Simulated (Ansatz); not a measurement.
The reference is InAs in the zinc blende structure (space group F-43m, No. 216; a = 6.087 Å).

Method: PBEsol (Ansatz, a program for electronic structure), without spin-orbit coupling.

It is then changed as follows: every In is replaced by Al; the structure is relaxed again.

Measured lattice parameter a: InAs 6.047 Å (static lattice; corrected from measurement; as listed in Daniel Mejia-Rodriguez, S. B. Trickey, Phys. Rev. B (2018)); AlAs 5.649 Å (static lattice; corrected from measurement; as listed in Daniel Mejia-Rodriguez, S. B. Trickey, Phys. Rev. B (2018)).

Question: How well does PBEsol reproduce the measured shift?

Answer: With PBEsol the lattice parameter a moves by -0.413 Å (6.087 → 5.675) against -0.398 Å measured.

Stability against distortions was not tested. The final runs are not spin-polarised.
